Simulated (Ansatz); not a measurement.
in.yaml

```yaml
crystal:
  periodic: [false, false, false]
  atoms:
    - {symbol: Al, position_ang: [0.000000, 0.000000, 1.246916]}
    - {symbol: Na, position_ang: [0.000000, 0.000000, -1.656035]}
    - {symbol: H, position_ang: [0.000000, 1.310474, 2.196633]}
    - {symbol: H, position_ang: [0.000000, -1.310474, 2.196633]}
basis:
  gaussian: {orbitals: cc-pVDZ}
magnetization: {spin_polarized: false}
hamiltonian: {xc: {name: PBE}}
correlation: {method: ccsd_t, electrons: all}
output: {forces: true}
```

```sh
$ ansatz run in.yaml --threads 1 --pin off --events-out ev --progress --plain --max-ram 2393MiB
```

Output:

```
433 factors; integrals over basis functions are off by at most 1.1e-3 eV
mean field evaluation 1: about -11035.7256 eV, gradient 1.6e1 eV
mean field evaluation 2: about -11035.7233 eV, gradient 1.6e1 eV
mean field evaluation 4: about -11037.3370 eV, gradient 3.9e0 eV
mean field evaluation 8: about -11037.5107 eV, gradient 3.3e-1 eV
mean field evaluation 16: about -11037.5117 eV, gradient 2.3e-6 eV
mean field -11037.51172808 eV, -405.6210745127 hartree, gradient 1.0e-6 eV, S^2 0.000000; 0 other end points of the search recorded, 0 dependent functions left out
reference -11017.53997635 eV, -404.8871261740 hartree; 13, 13 occupied and 33, 33 virtual orbitals, 433 factors
second order -2.45399012 eV of doubles, -0.26095852 eV of singles
cycle   1  -3.11965522 eV  change   -4.1e-1 eV  update   6.5e-2
cycle   2  -3.30628052 eV  change   -1.9e-1 eV  update   2.8e-2
cycle   3  -3.32509211 eV  change   -1.9e-2 eV  update   1.0e-2
cycle   4  -3.32418631 eV  change    9.1e-4 eV  update   5.2e-3
cycle   5  -3.32489738 eV  change   -7.1e-4 eV  update   2.0e-3
cycle   6  -3.32488814 eV  change    9.2e-6 eV  update   8.4e-4
cycle   7  -3.32483909 eV  change    4.9e-5 eV  update   3.1e-4
cycle   8  -3.32493621 eV  change   -9.7e-5 eV  update   1.1e-4
cycle   9  -3.32494977 eV  change   -1.4e-5 eV  update   4.2e-5
cycle  10  -3.32493199 eV  change    1.8e-5 eV  update   1.7e-5
cycle  11  -3.32493306 eV  change   -1.1e-6 eV  update   5.2e-6
perturbative correction -0.06729155 eV, -0.0024729189 hartree
the calculation of the forces begins
Total energy: -11020.93220096 eV, -405.0117881292 hartree
Atom 0 at     0.000000     0.000000     1.246916 Å, force     0.000000     0.000000     0.057636 eV/Å
Atom 1 at     0.000000     0.000000    -1.656035 Å, force    -0.000000    -0.000000    -0.109188 eV/Å
Atom 2 at     0.000000     1.310474     2.196633 Å, force     0.000000     0.037979     0.025776 eV/Å
Atom 3 at     0.000000    -1.310474     2.196633 Å, force     0.000000    -0.037979     0.025776 eV/Å
Dipole moment:    -0.000000    -0.000000    -1.512980 e Å
```

Forces (eV/Å):
```
Al   0.000  0.000  0.058
Na   0.000  0.000 -0.109
H    0.000  0.038  0.026
H    0.000 -0.038  0.026
```

Ran on 1 thread of Arm Neoverse N1, shared host: 11 s wall, 0.14 GiB peak host memory.
